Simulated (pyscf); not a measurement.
H₃Si–SiH₂–PH₂ -> H₂Si=PH + SiH₄, an elimination (singlet surface; H–P, Si–Si broken, H–Si formed). Optimised with ωB97X-D3(BJ)/def2-SVP in PySCF. Correlated levels are frozen-core, on RHF or UHF. ΔMP2 is the change of the MP2 total energy from the triple- to the quadruple-zeta basis. Energies in kcal/mol from the reactant's lowest minimum found.

Small-basis levels: PySCF, no dispersion term, spherical d functions. AM1 to PM7: differences of heats of formation from MOPAC, which are fitted to 298 K values and so differ in kind from electronic energies by zero-point and thermal terms. Cost: rough CPU time at the saddle relative to B3LYP/6-31G*, from one job on a shared machine.

```
level                             barrier  reaction energy        cost
--------------------------------  -------  ---------------  ----------
HF/STO-3G                           151.4            +78.7        0.04
HF/6-31G*                           100.4            +35.0        0.09
B3LYP/3-21G                          74.9            +31.6         0.7
B3LYP/6-311+G**                      72.2            +30.7           2
AM1                                  63.0            +22.3  under 0.02
PM3                                  51.0            +41.3  under 0.02
PM6                                  32.2            +10.0  under 0.02
CCSD(T)/def2-TZVPP + ΔMP2(QZVPP)     71.2            +33.8           –
```

Against the last row the barrier runs from -39.0 (PM6) to +80.2 kcal/mol (HF/STO-3G); B3LYP/6-311+G** happens to lie closest here (1.0 kcal/mol apart). CCSD(T)/def2-TZVPP + ΔMP2(QZVPP) has limits of its own. The same reactants have a lower exit, to H₃Si–PH₂ + SiH₂ [singlet] (barrier +56.4 kcal/mol at ωB97M-D3(BJ)/def2-TZVP, against +71.1 kcal/mol here). H₃Si–SiH₂–PH₂ lies 5.7 kcal/mol over its isomer H₃Si–PH–SiH₃ (electronic energy, ωB97M-D3(BJ)/def2-TZVP). This is the saddle that the search found; another between the same sides may lie lower. The CCSD(T) − MP2 part came from Ansatz, without density fitting, on the same reference.
